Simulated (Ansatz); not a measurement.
A nudged elastic band was laid between two geometries of CH6OSi + H (10 atoms, charge 0, multiplicity 2).

Theory: UKS BLYP-D4/def2-SVP (Ansatz).

```json
{
  "movable images": "5",
  "climbing image": "from the first iteration",
  "spring": "5.0 eV/Å²",
  "optimiser": "fire",
  "start path": "through a guess of the saddle point",
  "force threshold": "0.05 eV/Å",
  "iteration limit": "60",
  "end points": "relaxed"
}
```

First end point:

```xyz
10
Properties=species:S:1:pos:R:3
H -0.198 0.561 -1.433
C 0.214 -0.462 -1.177
O -0.280 -0.933 0.062
Si -0.079 -0.102 1.515
H -0.796 2.075 -1.640
H -0.103 -1.158 -1.981
H 1.326 -0.380 -1.192
H -0.697 1.268 1.434
H 1.379 0.053 1.855
H -0.764 -0.923 2.557
```

Last end point:

```xyz
10
Properties=species:S:1:pos:R:3
H -0.594 1.571 -2.166
C 0.272 -0.714 -0.944
O -0.294 -1.070 0.246
Si -0.014 -0.280 1.727
H -0.757 2.214 -2.558
H -0.043 -1.318 -1.808
H 1.248 -0.196 -0.943
H -0.592 1.104 1.701
H 1.464 -0.195 1.985
H -0.689 -1.118 2.760
```

Question: What changes between the two ends?

Answer: Bonds broken: H1–C2. Bonds formed: H1–H5. CH6OSi + H becomes CH5OSi + H2.

Question: Give the energies along the band, and the barrier.

Answer: The forces met the threshold. The highest image is number 2 of 0 to 6, 0.8 kcal/mol above the first end and 8.7 kcal/mol above the last; the last end lies 7.9 kcal/mol below the first. The order of the stationary point at the top wasn't checked.

```
image  path coordinate (Å)  energy (kcal/mol)  H1–C2 (Å)  H1–H5 (Å)
    0                 0.00                0.0       1.13       1.64
    1                 0.36                0.1       1.16       1.37
    2                 0.72                0.8       1.27       1.07
    3                 1.28               -5.1       1.97       0.79
    4                 1.84               -7.0       2.26       0.78
    5                 2.39               -7.6       2.44       0.77
    6                 2.95               -7.9       2.73       0.77
```

Question: What is the geometry of the highest image?

Answer: 
```xyz
10
Properties=species:S:1:pos:R:3:forces:R:3
H -0.152 0.725 -1.449 0.01 -0.05 0.02
C 0.182 -0.470 -1.188 -0.01 0.02 0.02
O -0.313 -0.866 0.051 -0.01 -0.02 -0.02
Si -0.114 -0.065 1.530 0.00 -0.01 0.00
H -0.423 1.755 -1.587 -0.03 0.07 -0.02
H -0.271 -1.073 -2.001 0.02 0.00 0.00
H 1.294 -0.449 -1.256 0.00 -0.01 0.03
H -0.937 1.190 1.572 0.01 0.00 -0.01
H 1.329 0.287 1.767 0.00 -0.02 -0.02
H -0.595 -1.033 2.560 0.01 0.01 0.01
```

Time of the run: 3.9 min on 2 threads of Intel(R) Xeon(R) Platinum 8488C (Sapphire Rapids), with other jobs on the host, peak memory 0.16 GiB.
